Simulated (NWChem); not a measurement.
# BNH3S (SMILES N[B]S): levels of theory compared

Wanted: a comparison of 5 runs (UHF/STO-3G, UHF/3-21G, UB3LYP/6-31G*, UB3LYP/aug-cc-pVDZ) of BNH3S. 

Program for the calculation: NWChem 7.3.0.

**1. The structure to begin with**

The species is BNH3S (6 atoms), meant as a doublet with charge 0. As SMILES, `N[B]S`. The coordinates come from a PBE0-D4/def2-TZVP relaxation. This is a higher conformer, about 7 kJ/mol above the lowest found by a separate search.

Bond lengths: N1–B2 1.380 Å, B2–S3 1.779 Å, N1–H4 1.005 Å, N1–H5 1.010 Å, S3–H6 1.355 Å. Angles: N1–B2–S3 132.0°, B2–N1–H4 122.5°, B2–N1–H5 124.0°, B2–S3–H6 100.0°, H4–N1–H5 113.6°.

**2. Energy and gradient at UHF/STO-3G (run 1)**

work.xyz reads:

```xyz
6
BH3NS gradient
N     -0.621200     0.083000    -0.756700
B     -0.538400    -0.445500     0.515700
S      0.781100    -0.475200     1.709200
H     -1.454200     0.016000    -1.315600
H      0.135500     0.569200    -1.216600
H      1.739200     0.188500     1.017800
```

work.nw reads:

```
start work
title "BH3NS gradient"
memory 2200 mb
geometry units angstrom noautosym nocenter noautoz
  load work.xyz
end
basis spherical bse
  * library STO-3G
end
scf
  doublet
  uhf
  thresh 1e-08
  maxiter 80
  noprint "final vectors analysis"
end
task scf gradient
```

Started as:

```console
nwchem work.nw > work.out
```

The program printed:

```text
[...]
  functions       =    22
[...]
  wavefunction    = UHF
[...]
         Total SCF energy =   -473.018735517864
      One electron energy =   -818.319604455258
      Two electron energy =    263.595650115774
 Nuclear repulsion energy =     81.705218821619
                       Sz =      0.5000
                 Sz(Sz+1) =      0.7500
                      S^2 =      0.7587
[...]
                         UHF ENERGY GRADIENTS
    atom               coordinates                        gradient
                 x          y          z           x          y          z
   1 N      -1.173898   0.156847  -1.429956   -0.012439   0.003821  -0.019303
   2 B      -1.017428  -0.841873   0.974532    0.003460   0.004994  -0.008397
   3 S       1.476065  -0.897998   3.229920   -0.007312  -0.008933   0.014065
   4 H      -2.748040   0.030236  -2.486124    0.010258  -0.000523   0.009940
   5 H       0.256058   1.075632  -2.299041   -0.005785  -0.006339   0.009479
   6 H       3.286611   0.356213   1.923363    0.011817   0.006979  -0.005783
[...]
```

It took 1.5 s on 1 thread of Intel Xeon Platinum 8375C at 2.90GHz (Ice Lake), shared host; peak memory 0.099 GiB.

**3. Energy and gradient at UHF/3-21G (run 2)**

run.py reads:

```python
from ase import Atoms
from ase.calculators.nwchem import NWChem

atoms = Atoms(['N', 'B', 'S', 'H', 'H', 'H'], positions=[
    [-0.621200, 0.083000, -0.756700],
    [-0.538400, -0.445500, 0.515700],
    [0.781100, -0.475200, 1.709200],
    [-1.454200, 0.016000, -1.315600],
    [0.135500, 0.569200, -1.216600],
    [1.739200, 0.188500, 1.017800],
])

calc = NWChem(
    label='bh3ns',
    theory='scf',
    memory='2200 mb',
    basis='3-21G',
    basispar='spherical bse',
    scf={'nopen': '1', 'uhf': None, 'thresh': '1e-08', 'maxiter': '80'},
)
atoms.calc = calc

forces = atoms.get_forces()
print("Total energy (eV):", round(atoms.get_potential_energy(), 6))
print("forces (eV/A):")
for s, f in zip(atoms.symbols, forces):
    print(f"{s:2s} {f[0]:10.5f} {f[1]:10.5f} {f[2]:10.5f}")
```

Started as:

```console
export ASE_NWCHEM_COMMAND="nwchem PREFIX.nwi > PREFIX.nwo"
python run.py
```

The program printed:

```text
Total energy (eV): -12952.608296
forces (eV/A):
N     0.28226    0.46599   -0.81972
B    -1.41714   -0.47391   -0.13190
S     0.90307    0.07950    0.59017
H     0.15344   -0.02371    0.18553
H    -0.22322   -0.11148    0.06330
H     0.30159    0.06366    0.11256
```

The calculator wrote bh3ns.nwi:

```
title "bh3ns"

permanent_dir bh3ns

scratch_dir bh3ns

start bh3ns

geometry units angstrom nocenter noautosym noautoz
  N  -6.2119999999999997e-01 8.3000000000000004e-02 -7.5670000000000004e-01
  B  -5.3839999999999999e-01 -4.4550000000000001e-01 5.1570000000000005e-01
  S  7.8110000000000002e-01 -4.7520000000000001e-01 1.7092000000000001e+00
  H  -1.4541999999999999e+00 1.6000000000000000e-02 -1.3156000000000001e+00
  H  1.3550000000000001e-01 5.6920000000000004e-01 -1.2165999999999999e+00
  H  1.7392000000000001e+00 1.8850000000000000e-01 1.0178000000000000e+00
end

memory 2200 mb

basis spherical bse noprint
   * library 3-21G
end

scf
  nopen 1
  uhf
  thresh 1e-08
  maxiter 80
end

task scf gradient
```

bh3ns.nwo, shortened:

```text
[...]
      One electron energy =   -818.086211146172
[... 1 line left out ...]
 Nuclear repulsion energy =     81.705218821619
[... 38 lines left out ...]
          Final beta eigenvalues
[... 195 lines left out ...]
                     UHF Final Beta Molecular Orbital Analysis
[...]
  wavefunction    =   UHF
                         UHF ENERGY GRADIENTS
    atom               coordinates                        gradient
                 x          y          z           x          y          z
   1 N      -1.173898   0.156847  -1.429956   -0.005489  -0.009062   0.015941
   2 B      -1.017428  -0.841873   0.974532    0.027559   0.009216   0.002565
   3 S       1.476065  -0.897998   3.229920   -0.017562  -0.001546  -0.011477
   4 H      -2.748040   0.030236  -2.486124   -0.002984   0.000461  -0.003608
   5 H       0.256058   1.075632  -2.299041    0.004341   0.002168  -0.001231
   6 H       3.286611   0.356213   1.923363   -0.005865  -0.001238  -0.002189
[...]
```

Wall time 2.2 s (1 thread of Intel Xeon Platinum 8375C at 2.90GHz (Ice Lake), shared host); peak memory 0.1 GiB.

Runs 3 to 4 aren't shown in full; the table further down has their settings and results.

**4. Energy and gradient at UB3LYP/aug-cc-pVDZ (run 5)**

run.py reads:

```python
from ase import Atoms
from ase.calculators.nwchem import NWChem

system = Atoms(['N', 'B', 'S', 'H', 'H', 'H'], positions=[
    [-0.621200, 0.083000, -0.756700],
    [-0.538400, -0.445500, 0.515700],
    [0.781100, -0.475200, 1.709200],
    [-1.454200, 0.016000, -1.315600],
    [0.135500, 0.569200, -1.216600],
    [1.739200, 0.188500, 1.017800],
])

calc = NWChem(
    label='bh3ns',
    theory='dft',
    memory='2200 mb',
    basis='aug-cc-pVDZ',
    basispar='spherical bse',
    dft={'xc': 'b3lyp', 'mult': '2', 'grid': 'fine', 'convergence': 'energy 1e-08', 'iterations': '100', 'mulliken': None},
)
system.calc = calc

forces = system.get_forces()
print(f"energy = {system.get_potential_energy():.6f} eV")
print("forces (eV/A):")
for s, f in zip(system.symbols, forces):
    print(f"{s:2s} {f[0]:10.5f} {f[1]:10.5f} {f[2]:10.5f}")
```

Started as:

```console
export ASE_NWCHEM_COMMAND="nwchem PREFIX.nwi > PREFIX.nwo"
python run.py
```

The program printed:

```text
energy = -13051.508589 eV
forces (eV/A):
N    -0.04931    0.01250   -0.07071
B    -0.32129   -0.12670    0.01363
S     0.06515   -0.19823    0.50656
H    -0.19895   -0.01548   -0.13437
H     0.21335    0.13539   -0.12583
H     0.29105    0.19247   -0.18928
```

The calculator wrote bh3ns.nwi:

```
title "bh3ns"

permanent_dir bh3ns

scratch_dir bh3ns

start bh3ns

geometry units angstrom nocenter noautosym noautoz
  N  -6.2119999999999997e-01 8.3000000000000004e-02 -7.5670000000000004e-01
  B  -5.3839999999999999e-01 -4.4550000000000001e-01 5.1570000000000005e-01
  S  7.8110000000000002e-01 -4.7520000000000001e-01 1.7092000000000001e+00
  H  -1.4541999999999999e+00 1.6000000000000000e-02 -1.3156000000000001e+00
  H  1.3550000000000001e-01 5.6920000000000004e-01 -1.2165999999999999e+00
  H  1.7392000000000001e+00 1.8850000000000000e-01 1.0178000000000000e+00
end

memory 2200 mb

basis spherical bse noprint
   * library aug-cc-pVDZ
end

dft
  xc b3lyp
  mult 2
  grid fine
  convergence energy 1e-08
  iterations 100
  mulliken
end

task dft gradient
```

bh3ns.nwo, shortened:

```text
[...]
      One electron energy =     -821.192092708828
[... 2 lines left out ...]
 Nuclear repulsion energy =       81.705218821619
[... 1546 lines left out ...]
          Convergence on energy requested:  1.00D-08
[... 25 lines left out ...]
          Spatial weights used:  Erf1
[...]
  wavefunction    = open shell
                         DFT ENERGY GRADIENTS
    atom               coordinates                        gradient
                 x          y          z           x          y          z
   1 N      -1.173898   0.156847  -1.429956    0.000959  -0.000243   0.001375
   2 B      -1.017428  -0.841873   0.974532    0.006248   0.002464  -0.000265
   3 S       1.476065  -0.897998   3.229920   -0.001267   0.003855  -0.009851
   4 H      -2.748040   0.030236  -2.486124    0.003869   0.000301   0.002613
   5 H       0.256058   1.075632  -2.299041   -0.004149  -0.002633   0.002447
   6 H       3.286611   0.356213   1.923363   -0.005660  -0.003743   0.003681
[...]
```

It took 63 s on 1 thread of Intel Xeon Platinum 8375C at 2.90GHz (Ice Lake), shared host; peak memory 0.12 GiB.

**5. Overview of the runs**

```
run                                level  iteration cap  module  energy (Eh)  dipole moment (D)   ⟨S²⟩  largest force (eV/Å)  wall time
  1                           UHF/STO-3G             80     scf  -473.018736               2.19  0.759                 1.197      1.5 s
  2                            UHF/3-21G             80     scf  -475.999579               3.88  0.759                 1.500      2.2 s
  3  UB3LYP/6-31G* (spherical functions)            100     dft  -479.583434               3.20  0.753                 0.468       26 s
  4  UB3LYP/6-31G* (Cartesian functions)            100     dft  -479.587773               3.19  0.753                 0.470       29 s
  5                   UB3LYP/aug-cc-pVDZ            100     dft  -479.634098               2.80  0.753                 0.548       63 s
```

**6. Summary of results**

| quantity | value |
| --- | --- |
| run 5: total energy | -479.63410 Eh |
| run 5: dipole moment | 2.80 D |
| run 5: HOMO energy (highest over α and β) | -5.51 eV |
| run 5: LUMO energy (lowest over α and β) | -1.91 eV |
| run 5: ⟨S²⟩ | 0.753 |
| run 5: largest force on an atom | 0.548 eV/Å |

In words: The dipole moment (its size) runs from 2.19 D (UHF/STO-3G) to 3.88 D (UHF/3-21G). In run 1 the basis is minimal, so the values are rough. All runs together took 2 min, the longest 63 s.
